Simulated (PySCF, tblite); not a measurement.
**C2H5NO, a complex of two parts: NMR shifts, interaction energy, infrared bands, spin-spin couplings and core binding energies**

The task here is to estimate one member of a computed series from the others.

Programs: tblite 0.8.0 and PySCF 2.14.0. All values are calculated, for the isolated system unless a continuum is named. Atoms count from 0, parts from 1.

## The system as given

9 atoms, charge 0, multiplicity 1; geometry: rigid parts in contact. Parts: 1 = atoms 0–5, `CO`, charge 0; 2 = atoms 6–8, `C#N`, charge 0.

Set-up of the first run:

The job: settings as JSON, then the geometry in Å.

```
{"job": {"kind": "dock", "xc": "GFN2-xTB", "basis": "xTB"}, "charge": 0, "multiplicity": 1, "parts": [{"atoms": "0-5", "charge": 0, "multiplicity": 1}, {"atoms": "6-8", "charge": 0, "multiplicity": 1}]}
C     -0.359302    -0.030242     0.042036
O      0.892643    -0.208682    -0.573145
H     -0.389475    -0.484072     1.038604
H     -1.090093    -0.526750    -0.593586
H     -0.622966     1.029807     0.125031
H      1.569193     0.219939    -0.038940
C      1.328047    -1.079402    -3.099256
N      2.323039    -0.839904    -3.596125
H      0.402319    -1.302290    -2.636896
```

Method: GFN2-xTB search for minima from random contacts, gas phase.

Started as:

```console
> OMP_NUM_THREADS=1 python cluster_run.py task.json out
```

One launch serves the whole session: the jobs run in the order shown.

Steps of the session up to this table: Search for minima with GFN2-xTB; Optimising the geometry at PBE0-D3(BJ)/def2-TZVPD; NMR shieldings: PBE0/pcSseg-2; Coupled-cluster interaction energy: CCSD(T) and MP2.

One table of the session follows, with a row left open; its other results are not shown here.

It belongs to the step «Coupled-cluster interaction energy: CCSD(T) and MP2». 

| method | interaction energy (kcal/mol) |
| --- | --- |
| HF/aug-cc-pVDZ | -4.72 |
| MP2/aug-cc-pVDZ | -5.14 |
| CCSD/aug-cc-pVDZ | ? |
| CCSD(T)/aug-cc-pVDZ | -4.99 |
| HF/aug-cc-pVQZ | -4.83 |
| MP2/aug-cc-pVQZ | -5.74 |
| SCS-MP2/aug-cc-pVQZ | -5.20 |
| MP2, extrapolated | -5.84 |
| CCSD(T), limit estimate | -5.69 |

Q: Estimate the row for CCSD/aug-cc-pVDZ from the others.

As computed: interaction energy (kcal/mol): -4.84. In the column «interaction energy (kcal/mol)» it lies between CCSD(T)/aug-cc-pVDZ (-4.99) and HF/aug-cc-pVQZ (-4.83).
